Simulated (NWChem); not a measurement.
# difluoromethane (CH$_{2}$F$_{2}$); SMILES FCF

```xyz
5

F      1.1104     0.0000    -0.2961
C      0.0000     0.0000     0.4888
F     -1.1104     0.0000    -0.2961
H      0.0000     0.9226     1.1159
H      0.0000    -0.9226     1.1159
```
Atoms are numbered in this order, from 1.

Computed with NWChem. Structure relaxed at the PBE-D3(BJ)/def2-SVP level. Solvent water, SMD (1 M gas to 1 M solution), gas-phase geometry.

Taking M06-2X/def2-TZVPD as the yardstick, which of these has the fewest basis functions while keeping “solvation free energy (kcal/mol)” within 0.3 kcal/mol of it: M06-2X/STO-3G; M06-2X/def2-TZVPP; M06-2X/def2-SVPD; M06-2X/def2-TZVP; M06-2X/def2-SVP?

M06-2X/def2-SVP.
| level | basis functions | solvation free energy (kcal/mol) |
|---|---|---|
| M06-2X/STO-3G | 17 | 2.0 |
| M06-2X/def2-SVP | 52 | -1.1 |
| M06-2X/def2-SVPD | 82 | -1.5 |
| M06-2X/def2-TZVP | 105 | -1.2 |
| M06-2X/def2-TZVPP | 121 | -1.2 |
| M06-2X/def2-TZVPD | 135 | -1.3 |

The yardstick is one finite set, not the basis-set limit.
